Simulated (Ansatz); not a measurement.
Relaxation of FH2OSi (5 atoms, charge 1, multiplicity 1), to a largest force component of 0.015 eV/Å in at most 40 steps.

All numbers below come from RKS r2SCANh-D4/def2-SVP in Ansatz 0.2.0.

```xyz
5
Properties=species:S:1:pos:R:3:forces:R:3
O -0.781 -0.706 -0.110 -0.23 -0.41 0.03
Si 0.454 0.188 0.122 0.01 -0.35 0.11
F 1.714 -0.453 0.784 -0.10 0.06 -0.06
H -1.689 -0.838 -0.415 0.06 0.01 0.02
H 0.456 1.565 -0.253 0.26 0.70 -0.09
```

Q: Where does it end, and by what steps?

A: It converged. Limits of this set-up: the dipole of an ion depends on the origin. After 6 steps the energy has fallen by 0.037 eV; O1 moved furthest, 0.10 Å.

```csv
step,energy less start (eV),largest force component (eV/Å),accepted
0,0.0000,0.699,yes
1,-0.0204,0.261,yes
2,-0.0289,0.213,yes
3,-0.0311,0.220,yes
4,-0.0346,0.292,yes
5,-0.0372,0.131,yes
6,-0.0374,0.003,yes
```

```xyz
5
Properties=species:S:1:pos:R:3
O -0.774 -0.798 -0.078
Si 0.425 0.183 0.114
F 1.696 -0.436 0.771
H -1.677 -0.789 -0.428
H 0.483 1.595 -0.250
```

Whether the end is a true minimum wasn't checked by a vibrational analysis.

Run time: 16 s on 1 thread of Arm Neoverse V1 (shared host), peak memory 0.14 GiB.
